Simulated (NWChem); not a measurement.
# C2H, doublet; SMILES [C]#C

```xyz
3

C      0.0000     0.0000     0.7283
C      0.0000     0.0000    -0.4719
H      0.0000     0.0000    -1.5379
```
Atoms are numbered in this order, from 1.

Results from NWChem. Spin-unrestricted. The geometry was optimised at PBE0-D3(BJ)/def2-TZVP, spin-unrestricted. No stability test was run on the SCF state. Total energies compare along this basis series because the functional is fixed.

| level | basis functions | energy (Ha) | highest occupied level (eV) | lowest empty minus highest occupied level, either spin (eV) | dipole (D) |
|---|---|---|---|---|---|
| PBE/STO-3G | 11 | -75.5360 | -5.15 | 1.57 | 0.32 |
| PBE/def2-SVP | 33 | -76.4447 | -7.19 | 1.16 | 0.73 |
| PBE/def2-SVPD | 48 | -76.4480 | … | 1.15 | 0.74 |

Problem. Fill in the missing entries.

Solution. 
- PBE/def2-SVPD, highest occupied level (eV): -7.31
